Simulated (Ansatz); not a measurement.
Isolated molecules relaxed with PBE0-D4/def2-TZVP in Ansatz; ΔE leaves out vibrations. CBS: MP2 limit from def2 TZ/QZ plus the TZ coupled-cluster correction, frozen cores. This one scheme is used for every species. DFT in def2-TZVPP. One conformer a species, not always the lowest.

`C=C=C(F)CN` + H₂ → `C=C=CF` + CH₃NH₂  (hydrogenolysis of a C–C bond)

Question: Is it downhill or uphill in electronic energy at CCSD(T)/CBS, and by how much? (Estimate.)

Answer: The calculation gave: Downhill: ΔE = -37.0 kJ/mol.

Question: What do these levels give: PBE-D4, PBE0-D4, ωB97X-V, PBE, PBE0, HF/def2-TZVPP, MP2/def2-TZVPP, SCS-MP2/def2-TZVPP, HF/def2-QZVPP, MP2/def2-QZVPP, HF/CBS(def2), MP2/CBS(def2)? (Estimate.)

Answer: Computed: PBE-D4 -34.2, PBE0-D4 -37.1, ωB97X-V -37.4, PBE -40.8, PBE0 -42.9, HF/def2-TZVPP -59.0, MP2/def2-TZVPP -31.7, SCS-MP2/def2-TZVPP -37.7, HF/def2-QZVPP -59.4, MP2/def2-QZVPP -31.4, HF/CBS(def2) -59.4, MP2/CBS(def2) -31.0 kJ/mol.

Largest T1 diagnostic among the species: 0.013.

The D4 term adds +10.3 kJ/mol with B3LYP and +5.8 kJ/mol with PBE0; it sums over pairs of atoms, weighted by their polarisabilities, and B3LYP, whose exchange is more repulsive, gets the larger term. In def2-TZVPP, CCSD(T) changes the Hartree–Fock value by +21.4 kJ/mol (the triples alone add +5.0 kJ/mol) and MP2 by +27.4 kJ/mol.

B3LYP here is the variant with VWN-RPA as its local correlation; programs differ in this.
